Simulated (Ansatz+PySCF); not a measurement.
The numbers below are computed, except where a source is named.
A run of Ansatz (development build ahead of 0.2.0) on doublet NO at this shape:

```xyz
2

N     0.0000    0.0000   -0.6344
O     0.0000    0.0000    0.5583
```

Its results:

| Quantity | Value |
| --- | --- |
| Converged | yes |
| Reference energy | -129.27896 hartree |
| Correlation energy | -0.41841 hartree |
| Total energy | -129.69737 hartree |
| Spin squared of the determinant | 0.750 |
| Stability test | minimum among restricted orbitals |
| Occupied orbitals by symmetry in an Abelian subgroup (alpha; beta) | 5 A1 2 B1 1 B2; 5 A1 1 B1 1 B2 |

Forces (eV/Å):
| atom | Fx | Fy | Fz |
| --- | --- | --- | --- |
| N1 | 0.000 | 0.000 | 3.001 |
| O2 | 0.000 | 0.000 | -3.001 |

(1) Which input gives this output? Name the method, the orbitals and the basis set, and write the input.

## Answers

(1) ROHF-MP2 in cc-pVTZ.

```yaml
crystal:
  periodic: [false, false, false]
  atoms:
    - { symbol: "N", position_ang: [0.0, 0.0, -0.63444] }
    - { symbol: O, position_ang: [0.0, 0.0, 0.55826] }
basis:
  gaussian: { orbitals: cc-pVTZ }
magnetization:
  initial_magnetization: 1
hamiltonian:
  xc: hf
correlation:
  method: mp2
  frozen_orbitals: { "N": 1, O: 1 }
output:
  forces: true
```

Caution: forces differ strongly between restricted and unrestricted references.
